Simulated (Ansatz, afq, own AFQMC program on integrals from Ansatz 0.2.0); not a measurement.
AlO⁺, triplet in 6-31G, levels against full CI

```yaml
atoms:
  - { symbol: Al, position_ang: [0.0000, 0.0000, 0.0000] }
  - { symbol: O, position_ang: [0.0000, 0.0000, 2.0810] }
```

Basis 6-31G. Noble-gas cores (and the filled d shells of Ga–Kr and In–Xe) are frozen. AFQMC by an in-house program on the Cholesky factors that Ansatz 0.2.0 writes for its CCSD(T) run. ph-AFQMC/CISD is guided by a CISD state made of CCSD amplitudes; releasing the constraint for a short imaginary time cuts its bias at the price of noise, slowly where states lie close. Uncertainties: one standard error, sampling alone.

Determinant: UHF, the one that the program's search chose, which needn't be the lowest solution. The geometry is a point of a scan.

Full CI on the same integrals is exact in this basis and with this determinant's frozen core.

Cautions: lower spins were not checked; raised T1 diagnostic (T1 0.044, weight of the determinant 0.88, largest double 0.10); unrestricted determinant spin contaminated (⟨S²⟩ 2.10 against 2.00); the released energies are still falling, so no released level is given (meV from the phaseless value at times in 1/Eh: -2.0 ± 2.4 at 0.24, -6.1 ± 1.7 at 0.51, -9 ± 4 at 0.99, -10.6 ± 2.1 at 1.62, -15.0 ± 2.1 at 2.40), though the last usable value meets full CI within the noise.

```
T1 diagnostic                               : 0.0444
weight of the determinant in the CISD state : 0.884
⟨S²⟩ of the determinant                     : 2.102
size of the correlated space                : 8 electrons in 16 orbitals
```

Reference: full CI, correlation energy -3.037 eV.

| level | E − E(reference) (kJ/mol) | share of correlation (%) |
| --- | --- | --- |
| HF | 293.0 | 0.00 |
| MP2 | 80.0 | 72.68 |
| CCSD | 6.8 | 97.69 |
| CCSD(T) | 2.5 | 99.16 |
| CCSDT | 0.7 | 99.77 |
| CCSDT(Q) | -0.1 | 100.03 |
| CCSDTQ | 0.0 | 100.00 |
| ph-AFQMC/CISD | 1.8 ± 0.3 | 99.37 |

CCSDT and higher add their correlation energy to the determinant of the CCSD(T) run, since their own runs factorise the integrals more tightly (a shift of under 2 meV). A walk keeps the symmetry of its determinant, which the program's search chose and which needn't be the lowest solution, so a lower state of the same spin and another symmetry isn't excluded.
